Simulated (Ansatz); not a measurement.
CaB6-type CaB₆

Level of theory: PBE0 (PAW; Ansatz, a program for electronic structure).

Numerical settings: plane-wave cutoff 520 eV, 6×6×6 k mesh, scalar-relativistic PAW data made under PBE.

Cell (relaxed at this level):

CaB6 is modelled in the cubic space group Pm-3m (No. 221), Pearson symbol cP7. Lattice parameters: a = b = c = 4.1346 Å, α = β = γ = 90.00°. Ca on 1a is surrounded by 24 B at 3.041 Å. B on 6f has 5 B at 1.676–1.739 Å and 4 Ca at 3.041 Å. (Neighbours: up to the widest gap in distance over summed covalent radii, below 1.35, at either atom; cation-cation and far metal-metal contacts left out.)

```yaml
elastic constant C11: 457 GPa
elastic constant C12: 5.31 GPa
elastic constant C44: 44.3 GPa
Voigt–Reuss–Hill bulk modulus: 156 GPa
polycrystal shear modulus (Hill average): 91.2 GPa
young_modulus: 229 GPa
poisson_ratio: 0.255
```

Elastic constants are with the ions relaxed.

Computed values are for the static lattice.

The result took about 70 core-minutes (a rough figure).
